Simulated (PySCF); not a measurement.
**Gas-phase thermal properties of CH3**

Energies from PySCF (xtb for GFN2), thermal terms from the rigid-rotor harmonic-oscillator model, ideal gas at 1 bar. 'Table' is the NASA 1993 thermochemical table (part measured, part estimated). 6-31G* has spherical d functions here. Open shells (unrestricted): CH3 (multiplicity 2). GFN2 has no spin-polarisation term. B3LYP is the form with VWN-RPA correlation. The harmonic model lacks anharmonicity and excited electronic states, which grow with temperature; levels with a mode under 35 cm⁻¹ are left out.

```json
[
 {"level": "table", "point group": "-", "σ": "-", "ZPE (kJ/mol)": "-", "S°298 (J/mol/K)": "194.0", "Cp298 (J/mol/K)": "38.4", "S°1000 (J/mol/K)": "251.1", "H1000 − H298 (kJ/mol)": "34.6"},
 {"level": "B3LYP/6-31G*", "point group": "D3h", "σ": "6", "ZPE (kJ/mol)": "78.3", "S°298 (J/mol/K)": "195.5", "Cp298 (J/mol/K)": "39.7", "S°1000 (J/mol/K)": "252.9", "H1000 − H298 (kJ/mol)": "34.6"},
 {"level": "GFN2-xTB", "point group": "D3h", "σ": "6", "ZPE (kJ/mol)": "76.8", "S°298 (J/mol/K)": "194.7", "Cp298 (J/mol/K)": "39.6", "S°1000 (J/mol/K)": "252.7", "H1000 − H298 (kJ/mol)": "34.9"},
 {"level": "HF/6-31G*", "point group": "D3h", "σ": "6", "ZPE (kJ/mol)": "81.3", "S°298 (J/mol/K)": "197.7", "Cp298 (J/mol/K)": "40.8", "S°1000 (J/mol/K)": "254.8", "H1000 − H298 (kJ/mol)": "34.3"},
 {"level": "PBE/def2-SVP", "point group": "D3h", "σ": "6", "ZPE (kJ/mol)": "75.6", "S°298 (J/mol/K)": "195.7", "Cp298 (J/mol/K)": "39.9", "S°1000 (J/mol/K)": "254.1", "H1000 − H298 (kJ/mol)": "35.2"},
 {"level": "PBE0/def2-TZVP", "point group": "D3h", "σ": "6", "ZPE (kJ/mol)": "78.2", "S°298 (J/mol/K)": "194.6", "Cp298 (J/mol/K)": "39.1", "S°1000 (J/mol/K)": "251.9", "H1000 − H298 (kJ/mol)": "34.6"}
]
```
σ: rotational symmetry number. Electronic degeneracy used: 2. Frequencies are unscaled.
